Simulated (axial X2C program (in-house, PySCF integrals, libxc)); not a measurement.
# P₂⁺: from the state search to constants

What are the state, bond length, wavenumber and bond energy of P₂⁺, and what does spin–orbit coupling change?

Computed with an in-house X2C program for linear molecules on PySCF integrals. Level: all-electron X2C, P dyall-v3z.

All values are calculated.

## (1) Input

The input, task.json:

```json
{
 "zs": [
  15,
  15
 ],
 "q": 1,
 "bas": [
  "dyall-v3z",
  "dyall-v3z"
 ],
 "levels": [
  "PBE0",
  "HF",
  "B97-3"
 ],
 "cc": true,
 "r0": 2.04,
 "thr": -2.0,
 "nmax": 90,
 "npts": 10,
 "nst": 2,
 "ntry": 6
}
```

Keys: zs atomic numbers; q charge; bas basis sets; levels methods (HF also brings MP2); cc coupled cluster on or off; r0 starting distance in Å; thr threshold in hartree for freezing inner shells (an s shell follows its p shell); nmax most natural virtual spinors; npts points asked for on the curve; nst determinants followed; ntry starts of the search.

Run with:

```console
python so2c.py task.json out
```

Spin-free means the one-electron spin-free X2C Hamiltonian; two-component (2c) means X2C with spin–orbit coupling and atomic mean-field two-electron Coulomb and Gaunt terms. Basis: P dyall-v3z contracted to [8s7p2d1f]; Gaussian nuclei, density fitting. Masses: P 30.974 u.

Notation: σ, π±, δ± give the projection m of an orbital's angular momentum (0, ±1, ±2), α and β its spin, Λ and M_S the sums; ω is the projection of a spinor's total angular momentum and Ω the sum. Logs are in hartree.

The results follow Hamiltonian by Hamiltonian and level by level.

## (2) State search with PBE0

PBE0 moves the distance from 2.040 Å to 1.977 Å and compares determinants there.

Spin-free determinants:

```csv
ΔE (eV),state,open shells
0.00,"M_S = 1/2, Λ = 1","beyond closed shells: π+α, π+β, π-α"
0.48,"M_S = 1/2, Λ = 0",beyond closed shells: σα
2.20,"M_S = 3/2, Λ = 1","beyond closed shells: 2 × π+α, π-α"
2.86,"M_S = 3/2, Λ = 0","beyond closed shells: σα, π+α, π+β, 2 × π-α"
2.86,"M_S = 3/2, Λ = 2","beyond closed shells: σα, 2 × π+α, π+β, π-α"
3.39,"M_S = 1/2, Λ = 2","beyond closed shells: σβ, 2 × π+α, π+β, π-α"
3.39,"M_S = 1/2, Λ = 0","beyond closed shells: σβ, π+α, π+β, 2 × π-α"
```

Two-component determinants:

```
ΔE (eV)    state                                  open shells
   0.00  Ω = 3/2                excess of +ω over −ω: ω = 3/2
   0.03  Ω = 1/2                excess of +ω over −ω: ω = 1/2
   2.19  Ω = 1/2  excess of +ω over −ω: 2 × ω = -1/2, ω = 3/2
   2.23  Ω = 5/2  excess of +ω over −ω: ω = -1/2, 2 × ω = 3/2
   2.88  Ω = 7/2   excess of +ω over −ω: ω = 1/2, 2 × ω = 3/2
   2.92  Ω = 3/2                excess of +ω over −ω: ω = 3/2
   3.47  Ω = 1/2                excess of +ω over −ω: ω = 1/2
```

## (3) PBE0, spin-free

State followed: M_S = 1/2, Λ = 1 (beyond closed shells: π+α, π+β, π-α). The scan is laid around 1.977 Å, a first estimate of the minimum, and this SCF restarts from the orbitals of the search.

The SCF at the reference distance of 1.977 Å:

```text
spin-free X2C-1e  PBE0
basis functions 92  fitting functions 584  grid points 4356
iter        total energy     max residual
   1       -683.730752951     7.31e-06
   2       -683.730752952     3.27e-06
converged
one-electron -1057.33732789  Coulomb 359.42845189  exact exchange -11.27253605  xc functional -34.77436491  nuclear repulsion 60.22502400
```

Along the bond, energies from the lowest point:

| R (Å) | E (eV) | HOMO (eV) | LUMO (eV) | iterations |
| --- | --- | --- | --- | --- |
| 1.720 | 1.4197 | -15.47 | -13.63 | 8 |
| 1.799 | 0.5932 | -15.46 | -13.31 | 9 |
| 1.858 | 0.2364 | -15.29 | -13.08 | 8 |
| 1.918 | 0.0514 | -15.05 | -12.87 | 8 |
| 1.977 | 0.0000 | -14.82 | -12.67 | 2 |
| 2.046 | 0.0688 | -14.57 | -12.46 | 8 |
| 2.115 | 0.2406 | -14.34 | -12.27 | 9 |
| 2.204 | 0.5664 | -14.07 | -12.04 | 10 |
| 2.313 | 1.0640 | -13.78 | -11.80 | 8 |
| 2.471 | 1.8770 | -13.42 | -11.50 | 9 |

Outer orbitals at the reference distance:

```json
{"symmetry": "σα", "occupied": "yes", "ε (eV)": "-26.89", "atomic character": "78% P s, 17% P p, 4% P d"}
{"symmetry": "σβ", "occupied": "yes", "ε (eV)": "-26.04", "atomic character": "78% P s, 16% P p, 5% P d"}
{"symmetry": "σα", "occupied": "yes", "ε (eV)": "-20.78", "atomic character": "68% P s, 26% P p, 5% P d"}
{"symmetry": "σβ", "occupied": "yes", "ε (eV)": "-20.28", "atomic character": "68% P s, 27% P p, 4% P d"}
{"symmetry": "π+α", "occupied": "yes", "ε (eV)": "-15.57", "atomic character": "93% P p, 6% P d"}
{"symmetry": "π-α", "occupied": "yes", "ε (eV)": "-15.57", "atomic character": "93% P p, 6% P d"}
{"symmetry": "σα", "occupied": "yes", "ε (eV)": "-15.54", "atomic character": "81% P p, 17% P s"}
{"symmetry": "σβ", "occupied": "yes", "ε (eV)": "-15.37", "atomic character": "82% P p, 17% P s"}
{"symmetry": "π+β", "occupied": "yes", "ε (eV)": "-14.82", "atomic character": "94% P p, 6% P d"}
{"symmetry": "π-β", "occupied": "no", "ε (eV)": "-12.67", "atomic character": "94% P p, 5% P d"}
{"symmetry": "π-α", "occupied": "no", "ε (eV)": "-10.00", "atomic character": "89% P p, 9% P d"}
{"symmetry": "π+α", "occupied": "no", "ε (eV)": "-10.00", "atomic character": "89% P p, 9% P d"}
{"symmetry": "π+β", "occupied": "no", "ε (eV)": "-9.49", "atomic character": "89% P p, 10% P d"}
```

PBE0 fields in the half plane through the axis: z from -2.4 to 4.2 Å across, distance from the axis 0.15 to 2.25 Å upwards; P lies at z = 0 and P at z = 1.977 Å; the ELF is damped to zero where the density is low.

log10 density (e/bohr³). Ten even steps from '0' (-5.07 ) to '9' (1.15 ):
```
00111222222222222221100
01122333333333333322110
01223344444444444433221
12234445555555555443321
12344555555555555544332
22345566666666666654432
23445666766666776655432
23445668986667997665432
```

ELF. Ten even steps from '0' (0.00 ) to '9' (0.97 ):
```
00000000000000000000000
00000111111221111110000
00013444433333344432000
00146777655555567775300
00478998766776789998620
02799997457876458999850
04899970205882111999972
05899927671870881799972
```

Re = 1.974 Å, ωe = 721 cm⁻¹, ωexe = 2.18 cm⁻¹, Be = 0.2793 cm⁻¹, De = 4.84 eV.

## (4) HF, spin-free

The SCF at the reference distance of 1.977 Å:

```text
spin-free X2C-1e  HF
basis functions 92  fitting functions 584  grid points 4356
iter        total energy     max residual
   1       -682.773996203     1.01e-01
   2       -682.788818005     7.77e-03
   3       -682.789364633     2.89e-03
   4       -682.789425357     8.59e-04
   5       -682.789431278     1.93e-04
   6       -682.789431621     6.70e-05
   7       -682.789431677     1.28e-05
   8       -682.789431679     5.46e-06
   9       -682.789431680     1.16e-06
converged
one-electron -1056.81826188  Coulomb 358.92869159  exact exchange -45.12488539  xc functional 0.00000000  nuclear repulsion 60.22502400
```

Re = 1.933 Å, ωe = 811 cm⁻¹, ωexe = 1.98 cm⁻¹, Be = 0.2913 cm⁻¹, De = 2.19 eV.

## (5) B97-3, spin-free

The SCF at the reference distance of 1.977 Å:

```text
spin-free X2C-1e  B97-3
basis functions 92  fitting functions 584  grid points 4356
iter        total energy     max residual
   1       -683.915141057     9.02e-03
   2       -683.915295355     5.85e-04
   3       -683.915299305     2.39e-04
   4       -683.915299930     6.60e-05
   5       -683.915299974     2.17e-05
   6       -683.915299979     4.78e-06
   7       -683.915299980     5.05e-07
converged
one-electron -1057.37642643  Coulomb 359.47376344  exact exchange -12.14408707  xc functional -34.09357392  nuclear repulsion 60.22502400
```

Re = 1.978 Å, ωe = 715 cm⁻¹, ωexe = 2.3 cm⁻¹, Be = 0.2783 cm⁻¹, De = 5.11 eV.

## (6) Correlated methods, spin-free

Correlated methods: 9 electrons correlated (frozen shells, counted by type: P 2 s, 1 p), 139 virtual spinors in MP2, 90 natural virtuals in coupled cluster.

Output of the correlated part at 1.977 Å:

```text
correlated 9  virtual 139  natural virtual 90  E(MP2) -0.234195444  MP2 remainder -0.003184412
iter   CCSD correlation   residual
   1     -0.247408557   1.34e-01
   2     -0.257516420   5.43e-02
   3     -0.259003291   1.84e-02
   4     -0.259164325   5.80e-03
   5     -0.259172149   1.31e-03
   6     -0.259163276   3.97e-04
   7     -0.259165435   1.07e-04
   8     -0.259165749   3.07e-05
   9     -0.259165488   1.08e-05
  10     -0.259165505   3.94e-06
(T) -0.017063641  T1 0.0236  D1 0.0364  max T2 0.120
```

T1 in the output is the amplitude norm over the root of the electron number; divide by √2 for the Lee–Taylor value.

MP2: Re = 2.001 Å, ωe = 652 cm⁻¹, Be = 0.2719 cm⁻¹, De = 4.53 eV.

CCSD: Re = 1.980 Å, ωe = 711 cm⁻¹, ωexe = 2.39 cm⁻¹, Be = 0.2776 cm⁻¹, De = 4.27 eV. T1 at Re = 0.017 (Lee–Taylor, the printed value over √2).

CCSD(T): Re = 1.998 Å, ωe = 676 cm⁻¹, ωexe = 2.59 cm⁻¹, Be = 0.2728 cm⁻¹, De = 4.58 eV. T1 at Re = 0.017 (Lee–Taylor, the printed value over √2).

## (7) A higher determinant, spin-free

State: M_S = 1/2, Λ = 0 (beyond closed shells: σα).

Output at the reference distance:

```text
spin-free X2C-1e  PBE0
basis functions 92  fitting functions 584  grid points 4356
iter        total energy     max residual
   1       -683.713215770     7.38e-06
   2       -683.713215771     3.09e-06
converged
one-electron -1057.02994902  Coulomb 359.10245028  exact exchange -11.25827239  xc functional -34.75246865  nuclear repulsion 60.22502400
```

| R (Å) | E above the lowest PBE0 point (eV) |
| --- | --- |
| 1.720 | 0.978 |
| 1.799 | 0.495 |
| 1.858 | 0.358 |
| 1.918 | 0.364 |
| 1.977 | 0.477 |
| 2.046 | 0.708 |
| 2.115 | 1.011 |
| 2.204 | 1.467 |
| 2.313 | 2.072 |

Re = 1.884 Å, ωe = 792 cm⁻¹, ωexe = 2.74 cm⁻¹, Be = 0.3065 cm⁻¹. Te = 0.35 eV.

## (8) The spin-free curves together

Energy (eV) of the followed determinant, spin-free, from each level's lowest point:

| R (Å) | PBE0 | HF | MP2 | CCSD | CCSD(T) | B97-3 |
| --- | --- | --- | --- | --- | --- | --- |
| 1.720 | 1.420 | 1.161 | 1.562 | n/a | n/a | 1.446 |
| 1.799 | 0.593 | 0.404 | 0.696 | 0.628 | 0.702 | 0.610 |
| 1.858 | 0.236 | 0.112 | 0.309 | 0.258 | 0.310 | 0.248 |
| 1.918 | 0.051 | 0.000 | 0.090 | 0.062 | 0.089 | 0.057 |
| 1.977 | 0.000 | 0.029 | 0.000 | 0.000 | 0.000 | 0.000 |
| 2.046 | 0.069 | 0.200 | 0.016 | 0.057 | 0.023 | 0.062 |
| 2.115 | 0.241 | 0.480 | 0.123 | 0.215 | 0.145 | 0.226 |
| 2.204 | 0.566 | 0.953 | 0.346 | 0.522 | 0.401 | 0.542 |
| 2.313 | 1.064 | 1.637 | 0.684 | n/a | n/a | 1.026 |
| 2.471 | 1.877 | 2.727 | 1.189 | n/a | n/a | 1.819 |

## (9) PBE0, 2c

State followed: Ω = 3/2 (excess of +ω over −ω: ω = 3/2). The scan is laid around 1.977 Å, a first estimate of the minimum, and this SCF restarts from the orbitals of the search.

Output at 1.977 Å:

```text
two-component X2C + atomic mean field  PBE0
basis functions 92  fitting functions 584  grid points 4356
iter        total energy     max residual
   1       -683.636408079     2.93e-05
   2       -683.636408095     1.21e-05
   3       -683.636408098     7.10e-06
   4       -683.636408099     5.03e-07
converged
one-electron -1057.09073787  Coulomb 359.36198463  exact exchange -11.27021599  xc functional -34.76715542  nuclear repulsion 60.22502400  atomic mean-field constant -0.09530745
```

Along the bond, energies from the lowest point:

| R (Å) | E (eV) | HOMO (eV) | LUMO (eV) | iterations |
| --- | --- | --- | --- | --- |
| 1.720 | 1.4221 | -15.46 | -13.61 | 8 |
| 1.799 | 0.5947 | -15.46 | -13.29 | 8 |
| 1.858 | 0.2374 | -15.31 | -13.06 | 9 |
| 1.918 | 0.0518 | -15.06 | -12.85 | 8 |
| 1.977 | 0.0000 | -14.83 | -12.65 | 4 |
| 2.046 | 0.0683 | -14.58 | -12.44 | 9 |
| 2.115 | 0.2397 | -14.35 | -12.25 | 8 |
| 2.204 | 0.5650 | -14.08 | -12.03 | 9 |
| 2.313 | 1.0620 | -13.79 | -11.78 | 10 |
| 2.471 | 1.8744 | -13.43 | -11.48 | 9 |

Outer spinors at the reference distance:

```
   ω  occupied  ε (eV)          atomic character  λ mixture
 1/2       yes  -26.89  78% P s, 17% P p, 4% P d     100% σ
-1/2       yes  -26.04  78% P s, 16% P p, 5% P d     100% σ
 1/2       yes  -20.78  68% P s, 26% P p, 5% P d     100% σ
-1/2       yes  -20.28  68% P s, 27% P p, 4% P d     100% σ
-1/2       yes  -15.58           93% P p, 6% P d     100% π
 3/2       yes  -15.55           93% P p, 6% P d     100% π
 1/2       yes  -15.54          81% P p, 17% P s     100% σ
-1/2       yes  -15.37          82% P p, 17% P s     100% σ
 1/2       yes  -14.83           94% P p, 6% P d     100% π
-3/2        no  -12.65           94% P p, 5% P d     100% π
-1/2        no  -10.02           89% P p, 9% P d     100% π
 3/2        no   -9.98           89% P p, 9% P d     100% π
 1/2        no   -9.51          89% P p, 10% P d     100% π
```

PBE0 fields in the half plane through the axis: z from -2.4 to 4.2 Å across, distance from the axis 0.15 to 2.25 Å upwards; P lies at z = 0 and P at z = 1.977 Å; the ELF is damped to zero where the density is low.

log10 density (e/bohr³). Ten even steps from '0' (-5.07 ) to '9' (1.15 ):
```
00111222222222222221100
01122333333333333322110
01223344444444444433221
12234445555555555443321
12344555555555555544332
22345566666666666654432
23445666766666776655432
23445668986667997665432
```

ELF. Ten even steps from ' ' (0.00 ) to '@' (0.97 ):
```
                                              
          ............::::............        
      ..--========------------======--::      
    ..==**######**++++++++++++**######++--    
    ==##%%@@@@%%##****####**##%%@@@@@@%%**::  
  ::##@@@@@@@@##==++##%%##**==++%%@@@@@@%%++  
  ==%%@@@@@@##  ::  ++%%%%::......@@@@@@@@##::
  ++%%@@@@@@..##**##..%%##  %%%%..##@@@@@@##::
```

Re = 1.975 Å, ωe = 721 cm⁻¹, ωexe = 2.18 cm⁻¹, Be = 0.2792 cm⁻¹, De = 4.86 eV.

## (10) HF, 2c

The SCF at the reference distance of 1.977 Å:

```text
two-component X2C + atomic mean field  HF
basis functions 92  fitting functions 584  grid points 4356
iter        total energy     max residual
   1       -682.679900643     1.01e-01
   2       -682.694717868     7.76e-03
   3       -682.695264364     2.89e-03
   4       -682.695325083     8.57e-04
   5       -682.695331019     1.92e-04
   6       -682.695331376     6.67e-05
   7       -682.695331447     2.33e-05
   8       -682.695331459     1.90e-05
   9       -682.695331469     1.43e-05
  10       -682.695331479     9.50e-06
  11       -682.695331488     6.25e-06
  12       -682.695331490     3.33e-06
  13       -682.695331491     1.56e-06
converged
one-electron -1056.57173743  Coulomb 358.86228456  exact exchange -45.11559518  xc functional 0.00000000  nuclear repulsion 60.22502400  atomic mean-field constant -0.09530745
```

Re = 1.933 Å, ωe = 810 cm⁻¹, ωexe = 1.97 cm⁻¹, Be = 0.2912 cm⁻¹, De = 2.20 eV.

## (11) B97-3, 2c

The SCF at the reference distance of 1.977 Å:

```text
two-component X2C + atomic mean field  B97-3
basis functions 92  fitting functions 584  grid points 4356
iter        total energy     max residual
   1       -683.820805643     8.99e-03
   2       -683.820960336     5.86e-04
   3       -683.820964291     2.39e-04
   4       -683.820964918     6.60e-05
   5       -683.820964963     2.18e-05
   6       -683.820964968     6.29e-06
   7       -683.820964967     8.20e-06
converged
one-electron -1057.12970242  Coulomb 359.40715946  exact exchange -12.14158747  xc functional -34.08655109  nuclear repulsion 60.22502400  atomic mean-field constant -0.09530745
```

Re = 1.978 Å, ωe = 715 cm⁻¹, ωexe = 2.3 cm⁻¹, Be = 0.2782 cm⁻¹, De = 5.13 eV.

## (12) MP2 and beyond, 2c

Correlated methods: 9 electrons correlated (frozen shells, counted by type: P 2 s, 1 p), 139 virtual spinors in MP2, 90 natural virtuals in coupled cluster.

Output of the correlated part at 1.977 Å:

```text
correlated 9  virtual 139  natural virtual 90  E(MP2) -0.234180592  MP2 remainder -0.003181518
iter   CCSD correlation   residual
   1     -0.247394252   1.34e-01
   2     -0.257495525   5.42e-02
   3     -0.258980206   1.84e-02
   4     -0.259140993   5.78e-03
   5     -0.259148940   1.32e-03
   6     -0.259140110   4.08e-04
   7     -0.259142356   1.25e-04
   8     -0.259142679   5.34e-05
   9     -0.259142262   3.14e-05
  10     -0.259142317   1.78e-05
  11     -0.259142284   8.74e-06
  12     -0.259142413   3.38e-06
  13     -0.259142410   1.35e-06
(T) -0.017055968  T1 0.0236  D1 0.0364  max T2 0.120
```

MP2: Re = 2.001 Å, ωe = 652 cm⁻¹, Be = 0.2718 cm⁻¹, De = 4.56 eV.

CCSD: Re = 1.980 Å, ωe = 711 cm⁻¹, ωexe = 2.38 cm⁻¹, Be = 0.2775 cm⁻¹, De = 4.29 eV. T1 at Re = 0.017 (Lee–Taylor, the printed value over √2).

CCSD(T): Re = 1.998 Å, ωe = 676 cm⁻¹, ωexe = 2.59 cm⁻¹, Be = 0.2727 cm⁻¹, De = 4.60 eV. T1 at Re = 0.017 (Lee–Taylor, the printed value over √2).

## (13) A higher determinant, 2c

State: Ω = 1/2 (excess of +ω over −ω: ω = 1/2).

Output at the reference distance:

```text
two-component X2C + atomic mean field  PBE0
basis functions 92  fitting functions 584  grid points 4356
iter        total energy     max residual
   1       -683.635197290     3.10e-05
   2       -683.635197308     1.31e-05
   3       -683.635197311     7.79e-06
   4       -683.635197312     6.14e-07
converged
one-electron -1057.08305661  Coulomb 359.35522970  exact exchange -11.27016904  xc functional -34.76691791  nuclear repulsion 60.22502400  atomic mean-field constant -0.09530745
```

| R (Å) | E above the lowest PBE0 point (eV) |
| --- | --- |
| 1.720 | 1.458 |
| 1.799 | 0.629 |
| 1.858 | 0.271 |
| 1.918 | 0.085 |
| 1.977 | 0.033 |
| 2.046 | 0.101 |
| 2.115 | 0.272 |
| 2.204 | 0.597 |
| 2.313 | 1.094 |

Re = 1.975 Å, ωe = 721 cm⁻¹, ωexe = 2.18 cm⁻¹, Be = 0.2791 cm⁻¹. Te = 0.03 eV.

## (14) The 2c curves together

Energy (eV) of the followed determinant, 2c, from each level's lowest point:

| R (Å) | PBE0 | HF | MP2 | CCSD | CCSD(T) | B97-3 |
| --- | --- | --- | --- | --- | --- | --- |
| 1.720 | 1.422 | 1.163 | 1.564 | n/a | n/a | 1.448 |
| 1.799 | 0.595 | 0.405 | 0.697 | 0.629 | 0.704 | 0.612 |
| 1.858 | 0.237 | 0.112 | 0.309 | 0.259 | 0.311 | 0.249 |
| 1.918 | 0.052 | 0.000 | 0.090 | 0.062 | 0.089 | 0.058 |
| 1.977 | 0.000 | 0.029 | 0.000 | 0.000 | 0.000 | 0.000 |
| 2.046 | 0.068 | 0.199 | 0.015 | 0.056 | 0.022 | 0.061 |
| 2.115 | 0.240 | 0.479 | 0.123 | 0.214 | 0.144 | 0.225 |
| 2.204 | 0.565 | 0.951 | 0.347 | 0.520 | 0.400 | 0.541 |
| 2.313 | 1.062 | 1.634 | 0.684 | n/a | n/a | 1.024 |
| 2.471 | 1.874 | 2.720 | 1.217 | n/a | n/a | 1.816 |

The whole job took 34 s on 1 thread of AMD EPYC 9R45 (Zen 5), shared host.

## (15) What came out

Lowest determinant that the search found at its distance, spin-free: M_S = 1/2, Λ = 1 (beyond closed shells: π+α, π+β, π-α).

Lowest determinant that the search found at its distance, 2c: Ω = 3/2 (excess of +ω over −ω: ω = 3/2).

```
Hamiltonian    level  Re (Å)  ωe (cm⁻¹)  De (eV)
  spin-free     PBE0   1.974        721     4.84
  spin-free       HF   1.933        811     2.19
  spin-free      MP2   2.001        652     4.53
  spin-free     CCSD   1.980        711     4.27
  spin-free  CCSD(T)   1.998        676     4.58
  spin-free    B97-3   1.978        715     5.11
         2c     PBE0   1.975        721     4.86
         2c       HF   1.933        810     2.20
         2c      MP2   2.001        652     4.56
         2c     CCSD   1.980        711     4.29
         2c  CCSD(T)   1.998        676     4.60
         2c    B97-3   1.978        715     5.13
```

Time per point (s) on 1 thread of AMD EPYC 9R45 (Zen 5), shared host (2c runs; CCSD comes with the CCSD(T) run); the times are rough: PBE0 0.092, HF 0.071, MP2 0.091, CCSD(T) 1.7, B97-3 0.096.

In words: At CCSD(T), going from spin-free to two-component changes Re by 0 mÅ, ωe by 0.0 %, which is small (part of it comes from the scalar share of the two-electron terms). De moves by +0.01 eV; both De rest on single-determinant atoms, which can miss part of an open shell's spin–orbit lowering.

De refers to P + P+, each in the lowest determinant found, which need not be this curve's own limit. The state is a single determinant with fixed occupations, the lowest that a limited PBE0 search found. De is counted from the lowest determinant-based energies of the atoms at the same level, without counterpoise correction. Density functionals use the spin component along the axis (collinear). Coupled cluster ran in a truncated set of natural virtual spinors; the MP2 energy of the rest was added.
